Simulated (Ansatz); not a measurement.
Results of RPBE (plane waves, PAW; Ansatz, an electronic-structure program) for zinc-blende BeTe.

Numerical settings: plane-wave cutoff 520 eV, 10×10×10 k mesh, Fermi–Dirac smearing 0.01 eV, scalar-relativistic PAW data made under PBE.

Computed points:

```json
[
 {"V (Å³/atom)": "21.951", "E − E_lowest (meV/atom)": "15.27", "P (GPa)": "3.68"},
 {"V (Å³/atom)": "22.418", "E − E_lowest (meV/atom)": "6.54", "P (GPa)": "2.33"},
 {"V (Å³/atom)": "22.885", "E − E_lowest (meV/atom)": "1.57", "P (GPa)": "1.10"},
 {"V (Å³/atom)": "23.352", "E − E_lowest (meV/atom)": "0.00", "P (GPa)": "0.00"},
 {"V (Å³/atom)": "23.819", "E − E_lowest (meV/atom)": "1.50", "P (GPa)": "-1.01"},
 {"V (Å³/atom)": "24.286", "E − E_lowest (meV/atom)": "5.77", "P (GPa)": "-1.91"},
 {"V (Å³/atom)": "24.753", "E − E_lowest (meV/atom)": "12.56", "P (GPa)": "-2.73"}
]
```

Task: Estimate the bulk modulus from the pressures at 22.885 and 23.819 Å³/atom, and compare it with a fit to all energies.

Result: B = −V dP/dV. Between V = 22.885 and 23.819 Å³/atom, dP/dV = (-1.01 − (1.10))/(23.819 − 22.885) = -2.26 GPa per Å³/atom; at the midpoint 23.352 Å³/atom this gives B ≈ 52.8 GPa. The third-order Birch–Murnaghan fit gives V0 = 23.350 Å³/atom, B0 = 52.6 GPa, B′ = 4.0, which lies within 1 % of that estimate.

Measured, for comparison: bulk modulus 67 GPa (room temperature, no zero-point or thermal correction; as tabulated in Elmahjoubi et al. (2023), arXiv:2303.01780); equilibrium volume per atom 22.26 Å³/atom (temperature not stated, no zero-point or thermal correction; as tabulated in Bernardini et al. (2000), arXiv:cond-mat/0007180). Computed (rounded) less measured: bulk modulus -21 %, equilibrium volume per atom +4.9 %.

Spin–orbit coupling is not included.

Cost on a shared machine: about 30 core-seconds (a rough figure).
